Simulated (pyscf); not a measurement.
# Routes from `[AlH2][Cl]` + `[NH3]`

Candidate steps break at most two bonds and form at most two. Each was searched with GFN2-xTB (tblite) first. Structures and frequencies: ωB97X-D3(BJ)/def2-SVP in PySCF. Energies: ωB97M-D3(BJ)/def2-TZVP, kJ/mol, from the separated reactants, singlet surface; ΔG‡ with ideal gas, 1 atm, RRHO with modes under 100 cm⁻¹ raised to 100, one conformer, R ln 2 for chiral ones without a mode under 150 cm⁻¹.

```json
[
 {"products": "H₂N–AlH–Cl + H₂", "type": "four-centre exchange", "ΔE‡": "5.5", "ΔE": "-79.2", "ΔG‡ 298 K": "41.0", "ΔG‡ 900 K": "123.3", "ν‡ (cm⁻¹)": "1295i"},
 {"products": "H₂Al–Cl + NH₃", "type": "four-centre exchange", "ΔE‡": "337.0", "ΔE": "0.0", "ΔG‡ 298 K": "363.9", "ΔG‡ 900 K": "446.8", "ν‡ (cm⁻¹)": "1479i"}
]
```

Row 1: On the reactant side the descent ends in an adduct with a Al–N contact, 144.1 kJ/mol under the separated species and 143.3 kJ/mol under the saddle at ωB97X-D3(BJ)/def2-TZVP. Row 2: On the reactant side the descent ends in an adduct with a Al–N contact, 145.7 kJ/mol under the separated species and 493.3 kJ/mol under the saddle at ωB97X-D3(BJ)/def2-TZVP. On the product side the descent ends in an adduct with a Al–N contact, 145.7 kJ/mol under the separated species and 493.3 kJ/mol under the saddle at ωB97X-D3(BJ)/def2-TZVP. 

Plain bond fissions and candidates not yet searched are not listed, and one of them may be faster. Each barrier is that of the saddle found; lower ones may exist. A restricted solution here is unstable towards spin polarisation, so biradical character is likely and single-reference numbers are less safe.
